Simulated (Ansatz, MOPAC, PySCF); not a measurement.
Isomers of CHN: 1 is N#C, 2 is [NH+]#[C-]; one conformer of each (the lowest of an xTB search), B3LYP-D3(BJ)/def2-TZVP minima.
Isomer 1 (charge 0, multiplicity 1):
```xyz
3

C     -0.02180    -0.36210     0.00000
N      0.92179     0.28854     0.00000
H     -0.89999    -0.96764     0.00000
```
Isomer 2 (charge 0, multiplicity 1):
```xyz
3

C      1.10850    -0.00004     0.00000
N     -0.05554    -0.00003     0.00000
H     -1.05296     0.00007     0.00000
```

```csv
level,electronic energy of isomer 2 less that of isomer 1 (kcal/mol),"minus CCSD(T)/CBS(cc-pVTZ, cc-pVQZ)",cost
PM6,13.38,-1.44,-
HF/3-21G,8.90,-5.91,-
HF/cc-pVDZ,11.05,-3.76,-
HF/cc-pVQZ,10.09,-4.72,-
revPBE-D4/def2-TZVPP,14.91,0.10,×1
r2SCAN-D4/def2-TZVPP,14.39,-0.43,×1
B3LYP/3-21G,15.63,0.82,-
PBE0/def2-TZVPP,13.69,-1.12,×1
CAM-B3LYP-D3(BJ)/def2-TZVPP,13.11,-1.70,×1
wB97X-V/def2-TZVPP,13.00,-1.81,×2
MP2/cc-pVDZ,18.42,3.61,-
CCSD/cc-pVDZ,15.32,0.51,-
CCSD/cc-pVQZ,14.44,-0.37,-
"CCSD(T)/CBS(cc-pVTZ, cc-pVQZ)",14.81,0.00,×20
```

 The comparison column counts from a level with limits of its own.

The rows run from 8.90 (HF/3-21G) to 18.42 kcal/mol (MP2/cc-pVDZ).

No zero-point or thermal terms.

Correlated levels freeze the cores. CBS: X⁻³ extrapolation of the correlation energy, Hartree–Fock from the larger set. Rows in 3-21G carry no dispersion term and start afresh at each structure. The state reached by PM6 isn't checked.

Programs: Ansatz (an electronic-structure program) with Gaussian orbitals; MOPAC for PM6 (differences of heats of formation); PySCF for 3-21G rows, the dispersion terms. 

Costs are rough ratios of core time to PBE/def2-TZVPP (about 0.9 s over the structures, on one shared machine); a dash marks a level with no comparable run of its own.
